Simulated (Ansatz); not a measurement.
# BPN+ (quintet): wave-function methods side by side, def2-QZVPP

One table from this session's results is given with a row withheld; the runs are named, their logs left out.

Program: Ansatz 0.2.0, Gaussian basis. Level of theory: def2-QZVPP, core rule «outside noble gas», up to 7 orbitals frozen. These are calculated values, not measurements.

To be run: UHF; ROHF; CCSD(T) on UHF.

### What is computed

The geometry is a PBE0/def2-TZVP stationary point (not a proven minimum) of the parent state, kept for this charge and spin.

3 atoms, charge 1, spin multiplicity 5.

Atoms are counted from 1 here; the program's logs count them from 0.

Bond lengths: N1–B2 1.334 Å, B2–P3 1.842 Å. Angles: N1–B2–P3 180.0°.

The first run:

The input, in.yaml:

```yaml
crystal:
  periodic: [false, false, false]
  atoms:
    - {symbol: N, position_ang: [0.000000, 0.000000, 1.503167]}
    - {symbol: B, position_ang: [0.000000, 0.000000, 0.169267]}
    - {symbol: P, position_ang: [0.000000, 0.000000, -1.672433]}
basis:
  gaussian: {orbitals: "def2-QZVPP.json"}
total_charge: 1
magnetization: {spin_polarized: true, initial_magnetization: 4}
hamiltonian: {xc: hf}
output: {orbitals: {seedname: orbitals}}
```

Launch:

```bash
> ansatz run in.yaml --threads 1 --pin off --events-out ev --progress --plain --max-ram 2393MiB
```

Among the steps run: UHF; ROHF; CCSD(T) on UHF.

One table of the session follows, with a row left open; its other results are not shown here.

It belongs to the step «Misses and costs». 

| method | from UCCSD(T) (kJ/mol) |
| --- | --- |
| ROHF | ? |
| UHF | +892.4 |
| UMP2 | +136.9 |
| UCCSD | +36.7 |
| UCCSD(T) | 0 |

Estimate the missing values for ROHF.

The run gave: from UCCSD(T) (kJ/mol): +923.3. In the column «from UCCSD(T) (kJ/mol)» it is the highest.
